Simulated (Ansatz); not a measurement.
# Interaction energy ladder

The pair of N2 (SMILES N#N, atoms 1–2) and SO2 (SMILES O=S=O, atoms 3–5), both closed shells, in one local arrangement (a lower one may exist), relaxed at PBE0-D4/def2-TZVP:

| atom | x (Å) | y (Å) | z (Å) |
| --- | --- | --- | --- |
| N1 | 0.0975 | 0.3452 | -2.7441 |
| N2 | -0.2851 | 0.1194 | -1.7497 |
| O3 | 0.6350 | -1.2611 | 1.3397 |
| S4 | -0.4005 | -0.2943 | 1.5430 |
| O5 | -0.0469 | 1.0909 | 1.6111 |

Ansatz 0.2.0; basis: def2-TZVPPD, with def2-QZVPPD for the basis limit; cores frozen in the correlated methods. B3LYP uses VWN-RPA correlation. Extrapolation: Hartree–Fock as exp(−7.88 √X), correlation as X^−2.97. Interaction energies count from these two fragments, frozen as in the pair, with the counterpoise correction; negative means bound.

Q: What is the interaction energy by CCSD(T) at an estimated basis limit (MP2 extrapolated from triple and quadruple zeta, plus CCSD(T) − MP2 in triple zeta)? (To be estimated.)

A: The calculation gives: -1.02 kcal/mol. Hartree–Fock alone gives -0.04 kcal/mol at the basis limit. It counts from the two fragments frozen as in the pair.

The same quantity by other methods in triple zeta, and each one's difference from that estimate:
| method | E_int (kcal/mol) | difference |
| --- | --- | --- |
| PBE-D4 | -1.19 | -0.17 |
| revPBE-D4 | -1.04 | -0.02 |
| BLYP-D4 | -0.99 | 0.02 |
| r2SCAN-D4 | -0.96 | 0.06 |
| B97M-V | -1.06 | -0.04 |
| PBE0-D4 | -1.13 | -0.11 |
| B3LYP-D4 | -1.11 | -0.09 |
| HSE06-D4 | -1.13 | -0.11 |
| wB97X-V | -1.08 | -0.07 |
| wB97M-V | -1.03 | -0.01 |
| B2PLYP | -0.50 | 0.52 |
| HF | -0.02 | 0.99 |
| MP2 | -1.06 | -0.04 |
| CCSD | -0.76 | 0.26 |
| CCSD(T) | -0.89 | 0.13 |
Differences are method less estimate.

Q: Which atoms make the shortest contact between the fragments?

A: N2 and S4, 3.32 Å apart.

Basis-set superposition shift (counterpoise-corrected less uncorrected): CCSD(T) 0.34; MP2 0.34; HF 0.04; PBE0-D4 0.06; wB97M-V 0.07 kcal/mol.

No T1 diagnostic of these runs exceeds 0.022. The restricted Hartree–Fock reference is unstable towards an unrestricted one at one or more of these structures.

For scale, one of the runs: CCSD(T)/def2-TZVPPD, 205 basis functions, launched by `ansatz run in.yaml --threads 4 --pin off --events-out ev --progress --plain --max-ram 9574MiB`. The run took 32 s on 4 CPU threads of an Intel Xeon Platinum 8375C (shared host), with 2.8 GiB of host memory at its peak.
